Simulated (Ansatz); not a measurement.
## CH8Si2 (SMILES [SiH3]C[SiH3]): the energy to break a bond

The species is CH8Si2 (11 atoms), meant as a singlet with charge 0. As SMILES, `[SiH3]C[SiH3]`. The shape was relaxed beforehand at r2SCAN/def2-SVP.

```xyz
11

Si   -1.1738    1.0462   -0.3496
C    -0.2831   -0.6143   -0.3613
Si    1.3510   -0.6616    0.5758
H    -2.4539    0.9719   -1.1189
H    -0.3113    2.1004   -0.9655
H    -1.4871    1.4555    1.0535
H    -0.9569   -1.3798    0.0643
H    -0.0977   -0.9087   -1.4102
H     1.1330   -0.3166    2.0139
H     2.3095    0.3277   -0.0050
H     1.9702   -2.0207    0.5030
```

Wanted: the dissociation energy of the H6–Si1 bond into doublet H and doublet CH7Si2 (shapes relaxed at r2SCAN/def2-SVP, no zero-point term). 1 Eh = 2625.50 kJ/mol = 27.2114 eV. Totals in Eh; open shells run unrestricted unless said.

| level | program | CH8Si2 | doublet H | doublet CH7Si2 |
| --- | --- | --- | --- | --- |
| SVWN5/def2-SVP | Ansatz | -618.920411 | -0.477468 | -618.282989 |
| RPA@PBE/def2-SVP, 11 core orbitals frozen | Ansatz | -620.833084 | -0.512310 | -620.171722 |
| MP2/def2-SVP, 11 core orbitals frozen | Ansatz | -620.534899 | -619.891633 | -0.499278 |

**Question.** Work out the dissociation energy at each level.

**Answer.** 
1. SVWN5/def2-SVP: (-0.477468) + (-618.282989) − (-618.920411) = 0.159954 Eh = 420.0 kJ/mol = 4.35 eV.
2. RPA@PBE/def2-SVP: (-0.512310) + (-620.171722) − (-620.833084) = 0.149052 Eh = 391.3 kJ/mol = 4.06 eV.
3. MP2/def2-SVP: (-619.891633) + (-0.499278) − (-620.534899) = 0.143988 Eh = 378.0 kJ/mol = 3.92 eV.

The levels span 378 to 420 kJ/mol; no measured value is set beside them. A bond enthalpy at 298 K also holds the loss of zero-point energy and thermal terms.
